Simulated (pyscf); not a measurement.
Single points on ωB97X-D3(BJ)/def2-SVP structures (PySCF, gas phase). Correlated levels are frozen-core, on RHF or UHF. ΔMP2 is the change of the MP2 total energy from the triple- to the quadruple-zeta basis.

### Question
silanol (HO–SiH₃) + H₂B–OH → HO–BH–OH + silane (SiH₄)
Surface: singlet. Broken: O–Si, B–H. Formed: B–O, H–Si. Give ΔE‡ and ΔE from CCSD(T)/def2-TZVPP + ΔMP2(QZVPP), relative to the separated reactants.

### Answer
ΔE‡ = 16.1 kcal/mol, ΔE = -13.6 kcal/mol. Zero-point energy shifts the barrier by +2.2 kcal/mol. It is a four-centre exchange, with an imaginary mode of 362i cm⁻¹. The reactants may also form a dative adduct at H₂B–OH; it and routes through it were not searched. This is the saddle that the search found; another between the same sides may lie lower. The CCSD(T) − MP2 part came from Ansatz, without density fitting, on the same reference.
